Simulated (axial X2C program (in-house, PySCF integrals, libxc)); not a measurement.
**Worked dissociation energy of MgP⁻: CCSD, spin-free**

Calculated with an in-house all-electron X2C program for linear molecules (integrals from PySCF). Spin-free means the one-electron spin-free X2C Hamiltonian. Basis: P dyall-av3z [9s8p3d2f], Mg dyall-av3z [10s9p6d4f] (cores contracted in-house); Gaussian nuclei, density fitting, unrestricted open shells. Masses: P 30.974 u, Mg 23.985 u.

Molecular state: M_S = 1, Λ = 1 (beyond evenly filled blocks: σα, π+α, π+β, π-α).

Correlated methods: 8 electrons correlated (number of frozen shells: P 2 s, 1 p; Mg 2 s, 1 p), 276 virtual spin orbitals or spinors in MP2, 90 natural virtuals in coupled cluster.

```
E(P-) (2M_S = 2, M_L = 0) : -341.659082 hartree
E(Mg) (2M_S = 0, M_L = 0) : -199.955756 hartree
E(MgP⁻) at Re             : -541.659482 hartree
ωe                        : 333.9 cm⁻¹
ωexe                      : 3.24 cm⁻¹
```

**Question.** Work out De and D0.

**Answer.** De = -341.659082 + (-199.955756) − (-541.659482) = 0.04464 hartree = 1.215 eV. The zero-point energy is ωe/2 − ωexe/4 = 166 cm⁻¹ = 0.021 eV, so D0 = 1.194 eV.

The state is one determinant whose occupation by symmetry is held fixed; it was picked as the lowest of a PBE0 search that is not exhaustive. De is counted from the lowest determinant-based energies of the atoms at the same level, without counterpoise correction. CCSD ran in a truncated set of natural virtual spinors with an MP2 remainder; without triples it tends to underbind. Other states lie close and PBE0, whose exact exchange favours high spin, may order them wrongly; the determinant shown need not be the ground state. The nearest other spin-free determinant of the search, M_S = 0, Λ = 1, lies 0.08 eV up at the distance of the search. The determinant is spin-polarised beyond a pure state at some levels (its spin-free form has ⟨S²⟩ too high), which makes Re and μ there less reliable.

Each atomic determinant is the lowest at this level and need not be a pure term. Totals compare only within one Hamiltonian and basis.
